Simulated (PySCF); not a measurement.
# `c1ccsc1`, C$_{4}$H$_{4}$S

Geometry (Å), atoms numbered from 1 in this order:
```xyz
9

C    -0.762   -0.666   -0.026
C     0.661   -0.736   -0.026
C     1.244    0.504   -0.009
S     0.069    1.755    0.007
C    -1.223    0.624   -0.009
H    -1.419   -1.537   -0.037
H     1.229   -1.666   -0.038
H     2.306    0.748   -0.005
H    -2.255    0.972   -0.005
```

Method used: GIAO B3LYP/def2-SVP magnetisability, rotational g tensor and spin-rotation constants, non-relativistic, gas phase in PySCF 2.14.0. Geometry: PBE0-D3(BJ)/def2-SVP.

Task: How diamagnetic is it, and how anisotropic?

Result: Isotropic -970 × 10⁻³⁰ J/T², or -58.4 × 10⁻⁶ cm³/mol; principal values -1528, -696, -686 × 10⁻³⁰ J/T², anisotropy 837 × 10⁻³⁰ J/T² (root of half the summed squared differences of the principal values). The susceptibility is in cgs units.

Task: Split it along the inertial axes a, b, c into diamagnetic and paramagnetic parts about the centre of mass, with the quadrupole moment.

Result: 
```
axis  χ (10⁻⁶ cm³/mol)  diamagnetic (10⁻⁶ cm³/mol)  paramagnetic (10⁻⁶ cm³/mol)  summed x² of all electrons (Å²)  quadrupole Θ (D Å)
   a             -41.9                      -225.7                        183.8                             58.9               +1.00
   b             -41.3                      -284.8                        243.5                             45.0               +5.33
   c             -92.0                      -440.6                        348.5                              8.2               -6.33
```
Anisotropies 2χaa − χbb − χcc = +49.5 and 2χbb − χaa − χcc = +51.3 × 10⁻⁶ cm³/mol. Θ is traceless in Buckingham's convention.

Task: And the rotational g tensor?

Result: 
| axis | rotational constant (GHz) | g | nuclear part | electronic part |
| --- | --- | --- | --- | --- |
| a | 8.0444 | -0.0801 | 0.6145 | -0.6946 |
| b | 5.4096 | -0.0619 | 0.5570 | -0.6189 |
| c | 3.2345 | +0.0505 | 0.5801 | -0.5296 |

Asymmetric top; isotopes 12C, 1H, 32S; no vibrational averaging.
